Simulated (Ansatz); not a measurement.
## How far each method lies from RCCSDT(Q) for CHCl$_{3}$, singlet

Geometry: MP2(full)/6-31G*, from the G2/97 set.

```yaml
atoms:
  - { symbol: C, position_ang: [0.0000, 0.0000, 0.4675] }
  - { symbol: H, position_ang: [0.0000, 0.0000, 1.5534] }
  - { symbol: Cl, position_ang: [0.0000, 1.6817, -0.0675] }
  - { symbol: Cl, position_ang: [1.4564, -0.8409, -0.0675] }
  - { symbol: Cl, position_ang: [-1.4564, -0.8409, -0.0675] }
```

Basis cc-pV(D+d)Z; Ansatz 0.2.0. Only valence electrons are correlated (noble-gas cores frozen), which leaves 26 electrons in 72 orbitals. R marks a restricted (for open shells ROHF) determinant. Active spaces: frontier = (8e, 8o) about the gap.

Full CI isn't at hand for all of this; RCCSDT(Q) serves as the reference, and is uncertain by about the last step of the cluster series.

```
UHF ⟨S²⟩                          : 0.000
T1 diagnostic (RCCSD)             : 0.0089
largest doubles amplitude (RCCSD) : 0.040
```

```csv
level,E − E(RCCSDT(Q)) (kJ/mol),share of correlation (%),wall time
RHF,1628.2,0.00,–
RMP2,162.0,90.05,–
CISD,294.5,81.91,31 s
RCCSD,51.5,96.84,–
RCCSD(T),5.8,99.64,3.4 s
BCCD(T),5.4,99.67,4 s
RCCSDT,3.8,99.76,–
CASSCF (frontier space),1383.2,15.05,–
NEVPT2 (frontier space),192.5,88.18,4.3 s (H100)
NEVPT4(SD) (frontier space),19.7,98.79,4.1 s (H100)
MRCISD (frontier space),217.7,86.63,–
MRCISD+Q (frontier space),35.1,97.84,4.8 s (H100)
```

The correlation energy at RCCSDT(Q), counted from RHF, is -16.875 eV. That run took 22 s on 2 threads of AMD EPYC 7R13 with a shared H100 80 GB, shared host.

Times hold each run's SCF and search for its determinant on a shared host, so for small cases they say little of a method's own cost; rows without a card ran on 1 thread of AMD EPYC 7R13.

Atomization energy (electronic, same basis, no zero-point term; atoms at the same level, unrestricted beside the R rows where the molecule is a closed shell, with restricted open-shell steps beyond CCSDT(Q)) at RCCSDT(Q): 1289.9 kJ/mol. Errors of other levels:

```json
{"level": "RHF", "error (kJ/mol)": "-385.5"}
{"level": "RMP2", "error (kJ/mol)": "57.9"}
{"level": "CISD", "error (kJ/mol)": "-240.9"}
{"level": "RCCSD", "error (kJ/mol)": "-33.2"}
{"level": "RCCSD(T)", "error (kJ/mol)": "-1.7"}
{"level": "BCCD(T)", "error (kJ/mol)": "-1.1"}
{"level": "RCCSDT", "error (kJ/mol)": "-2.6"}
```

This basis is far from its limit, so the value isn't to be set against a measured one. Truncated CI isn't size-consistent, which counts against it in atomization.
